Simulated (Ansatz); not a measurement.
## Niobium, bcc: convergence with Gaussian smearing

Computed with Ansatz, PBE, scalar-relativistic PAW, on the relaxed cell (a = 3.310 Å; spin not included). Errors count from a run at 420 eV on a Γ-centred 22×22×22 mesh with Fermi-Dirac smearing of 0.1 eV, extrapolated to zero width. Fixed here: cutoff 420 eV, mesh 13×13×13. The SCF starts from atomic densities corrected by a trained network.

```
width (eV)  E(σ→0) error (meV/atom)  F error (meV/atom)  P (GPa)  SCF iterations
      0.01                     -5.6                -5.7    -0.41               6
       0.1                     -5.7                -8.3    -0.46               6
       0.2                     -3.9               -17.8    -0.19               6
       0.3                     -3.8               -35.4     0.14               6
       0.6                    -12.6              -124.1     1.21               6
       1.0                    -33.6              -308.8     3.04               6
```

**Question.** What does the run at 0.03 give (width)?

**Answer.** E(σ→0) error (meV/atom): -5.7; F error (meV/atom): -6.0; P (GPa): -0.47; SCF iterations: 6.
